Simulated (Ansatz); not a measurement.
**One shape, several levels: AlH3Cl− (SMILES [AlH3-][Cl])**

Wanted: a comparison of 6 runs (HF/STO-3G, UHF/STO-3G, CAM-B3LYP/STO-3G, r2SCAN/STO-3G, revPBE/STO-3G, CCSD(T)/STO-3G) of AlH3Cl−. 

The calculation is run with Ansatz 0.2.0.

5 further runs of the same task are left out: 3 that didn't finish, 2 set aside as unsound or not needed.

## (1) The structure to begin with

AlH3Cl− has 5 atoms, charge -1, and is taken as a singlet. As SMILES, `[AlH3-][Cl]`. The H5–Al1 distance was set to 3.217 Å, away from the relaxed value. At this shape a bond of the SMILES string is far longer than usual.

Bond lengths: Al1–Cl2 2.098 Å, Al1–H3 1.609 Å, Al1–H4 1.608 Å. Angles: Cl2–Al1–H3 107.0°, Cl2–Al1–H4 107.0°, H3–Al1–H4 111.8°.

## (2) The energy at HF/STO-3G (run 1)

run.yaml

```yaml
crystal:
  periodic: [false, false, false]
  atoms:
    - symbol: Al
      position_ang: [-1.169344, 0.368661, -0.985733]
    - symbol: Cl
      position_ang: [-2.841224, 0.366991, 0.281017]
    - symbol: H
      position_ang: [-1.052414, 1.847591, -1.607423]
    - symbol: H
      position_ang: [-1.438694, -0.737309, -2.121533]
    - symbol: H
      position_ang: [1.387660, -0.369540, 0.820730]
basis:
  gaussian: {orbitals: STO-3G}
hamiltonian: {xc: hf}
accuracy: high
total_charge: -1
```

The run is started by

```sh
$ ansatz run run.yaml --threads 1 --pin off --max-ram 2610MiB --events-out events.jsonl --progress --plain --runs-dir runs
```

What it wrote:

```text
Warning: RAYON_NUM_THREADS=1 ignored (pool sized by the plan → 1); use --threads N
Functional definition: HF
  name "HF"
  exchange = exact_x
  correlation = 0
361 factors; integrals over basis functions are off by at most 6.1e-9 eV
mean field evaluation 1: about -18911.0568 eV, gradient 1.7e1 eV
mean field evaluation 2: about -18911.0640 eV, gradient 1.7e1 eV
mean field evaluation 4: about -18913.2758 eV, gradient 1.1e0 eV
mean field evaluation 8: about -18913.2821 eV, gradient 2.8e-5 eV
mean field -18913.28213738 eV, -695.0502986656 hartree, gradient 7.2e-8 eV, S^2 0.000000; 0 other end points of the search recorded, 0 dependent functions left out
reference -18913.28213738 eV, -695.0502986656 hartree; 17, 17 occupied and 4, 4 virtual orbitals, 361 factors
Total energy: -18913.28213738 eV, -695.0502986656 hartree
```

It took 0.28 s on 1 thread of Intel Xeon Platinum 8259CL at 2.50GHz (Skylake/Cascade Lake), shared host.

## (3) A single-point energy at UHF/STO-3G (run 2)

molecule.yaml

```yaml
crystal:
  periodic: [false, false, false]
  atoms:
    - symbol: Al
      position_ang: [-1.169344, 0.368661, -0.985733]
    - symbol: Cl
      position_ang: [-2.841224, 0.366991, 0.281017]
    - symbol: H
      position_ang: [-1.052414, 1.847591, -1.607423]
    - symbol: H
      position_ang: [-1.438694, -0.737309, -2.121533]
    - symbol: H
      position_ang: [1.387660, -0.369540, 0.820730]
basis:
  gaussian:
    orbitals: STO-3G
total_charge: -1
magnetization:
  spin_polarized: true
  initial_magnetization: 0
hamiltonian:
  xc: hf
accuracy: high
```

The run is started by

```sh
$ ansatz run molecule.yaml --threads 1 --pin off --max-ram 2610MiB --events-out events.jsonl --progress --plain --runs-dir runs
```

What it wrote:

```text
Warning: RAYON_NUM_THREADS=1 ignored (pool sized by the plan → 1); use --threads N
Functional definition: HF
  name "HF"
  exchange = exact_x
  correlation = 0
361 factors; integrals over basis functions are off by at most 6.1e-9 eV
mean field evaluation 1: about -18911.0568 eV, gradient 1.2e1 eV
mean field evaluation 2: about -18911.0640 eV, gradient 1.2e1 eV
mean field evaluation 4: about -18913.2758 eV, gradient 7.7e-1 eV
mean field evaluation 8: about -18913.2821 eV, gradient 1.3e-5 eV
mean field evaluation 16: about -18914.8735 eV, gradient 8.1e-3 eV
mean field evaluation 32: about -18914.8686 eV, gradient 1.3e-8 eV
mean field -18914.86864010 eV, -695.1086015653 hartree, gradient 1.7e-8 eV, S^2 0.912926; 2 other end points of the search recorded, 0 dependent functions left out
reference -18914.86864010 eV, -695.1086015653 hartree; 17, 17 occupied and 4, 4 virtual orbitals, 361 factors
Total energy: -18914.86864010 eV, -695.1086015653 hartree
```

Wall time 0.51 s (1 thread of Intel Xeon Platinum 8259CL at 2.50GHz (Skylake/Cascade Lake), shared host).

Runs 3 to 5 aren't shown in full; the table further down has their settings and results.

## (4) The energy at CCSD(T)/STO-3G (run 6)

in.yaml

```yaml
crystal:
  periodic: [false, false, false]
  atoms:
    - {symbol: Al, position_ang: [-1.169344, 0.368661, -0.985733]}
    - {symbol: Cl, position_ang: [-2.841224, 0.366991, 0.281017]}
    - {symbol: H, position_ang: [-1.052414, 1.847591, -1.607423]}
    - {symbol: H, position_ang: [-1.438694, -0.737309, -2.121533]}
    - {symbol: H, position_ang: [1.387660, -0.369540, 0.820730]}
basis:
  gaussian:
    orbitals: STO-3G
total_charge: -1
correlation:
  method: ccsd_t
  frozen_orbitals: {Al: 5, Cl: 5, H: 0}
accuracy: high
scf:
  omitted_lower_state_checks: [cluster_reference, increment]
```

The run is started by

```sh
$ ansatz run in.yaml --threads 1 --pin off --max-ram 2610MiB --events-out events.jsonl --progress --plain --runs-dir runs
```

What it wrote:

```text
Warning: RAYON_NUM_THREADS=1 ignored (pool sized by the plan → 1); use --threads N
[... 11 lines left out ...]
10 core orbitals not correlated: weight in the atoms' cores, before any rotation towards them, 0.999 or more for the frozen orbitals, at most 0.000 for the correlated occupied ones
[... 26 lines left out ...]
WARN: these amplitudes may be one of several solutions (largest doubles amplitude 0.59, level shift 2.62 eV)
Total energy: -18916.22029595 eV, -695.1582740015 hartree
Checks for a lower state left out: cluster_reference, increment
```

It took 0.36 s on 1 thread of Intel Xeon Platinum 8259CL at 2.50GHz (Skylake/Cascade Lake), shared host.

## (5) All runs side by side

```
run             level  frozen core orbitals  energy (Eh)  wall time
  1         HF/STO-3G                     –  -695.050299     0.28 s
  2        UHF/STO-3G                     –  -695.108602     0.51 s
  3  CAM-B3LYP/STO-3G                     –  -696.229282      2.3 s
  4     r2SCAN/STO-3G                     –  -696.249667      4.5 s
  5     revPBE/STO-3G                     –  -696.154448      1.8 s
  6    CCSD(T)/STO-3G                    10  -695.158274     0.36 s
```

## (6) Results

| quantity | value |
| --- | --- |
| run 6: total energy | -695.15827 Eh |
| run 6: correlation energy (10 core orbitals frozen) | -108.0 mEh |
| run 6: (T) correction | -5.74 mEh |
| run 6: T1 diagnostic | 0.098 |

In words: Totals of different functionals can't be ranked against each other. In run 6 the T1 diagnostic is large, so a single reference may not serve. In run 6 the log says that unrestricted orbitals would lower the reference, so the values rest on an unstable closed-shell determinant (other closed-shell runs at this shape may share the fault). In runs 1, 2, 3, 4, 5, 6 the basis is minimal, so the values are rough. Spin contamination of the reference: run 2 ⟨S²⟩ = 0.91. Where it is this large, the reference is a mixture of spin states, and values that rest on it are in doubt. All runs together took 9.8 s, the longest 4.5 s.
